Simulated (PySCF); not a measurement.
# How methods differ on the ionisation energy of F

F [He] 2s2 2p5 (2P) → F⁺ [He] 2s2 2p4 (3P), as a difference of total energies. All numbers are calculated (PySCF 2.14, the non-relativistic Hamiltonian (point nucleus), in pcseg-2 (4s3p2d1f, 30 functions)). Correlated levels: valence: 1s2 frozen. The calculations carry no spin-orbit coupling.

Order these methods by the ionisation energy they give, lowest first.
A. SCS-MP2 (valence)
B. CCSD (valence)
C. PBE
D. CCSD(T) (valence)

B (17.157 eV), D (17.201 eV), A (17.236 eV), C (17.674 eV).

Errors of the correlated levels include the incompleteness of this basis and the frozen core.

For comparison: 17.427 eV (measured; NIST levels, between the centres of gravity of the two terms).
